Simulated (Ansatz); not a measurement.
The first iterations of a band of CH$_{2}$O$_{2}$S (6 atoms, charge 0, multiplicity 1).

Level of theory: RHF/def2-SVP (Ansatz).

```yaml
movable_images: 9
climbing_image: yes
spring: 5.0 eV/Å²
optimiser: quadratic models (default)
start_path: IDPP
force_threshold: 0.05 eV/Å
iteration_limit: 60
end_points: relaxed
```

First end point:

```xyz
6
Properties=species:S:1:pos:R:3
O 0.760 0.471 -0.503
C -0.302 -0.123 -0.013
O -0.087 -0.539 1.200
S -1.706 -0.314 -0.822
H 0.582 0.766 -1.388
H 0.795 -0.326 1.480
```

Last end point:

```xyz
6
Properties=species:S:1:pos:R:3
O 0.830 0.603 -0.765
C -0.029 -0.020 -0.018
O 0.502 -0.293 1.134
S -1.565 -0.406 -0.466
H 0.435 0.800 -1.605
H -0.131 -0.748 1.674
```

| iteration | highest image above the first end (eV) | largest band force component (eV/Å) |
| --- | --- | --- |
| 1 | 0.904 | 2.857 |
| 2 | 0.442 | 2.364 |

**Question.** Does the band converge within its limit, and where does its top end?

**Answer.** The forces met the threshold. It ended after 7 iterations with the highest image 0.413 eV above the first end. A vibrational analysis at the climbing image gives one clearly imaginary mode, 607i cm⁻¹: a first-order saddle point.

The run took 62 s on 1 thread of AMD EPYC 7R43 64-Core Processor (Zen 3), with other jobs on the host, peak memory 0.13 GiB.
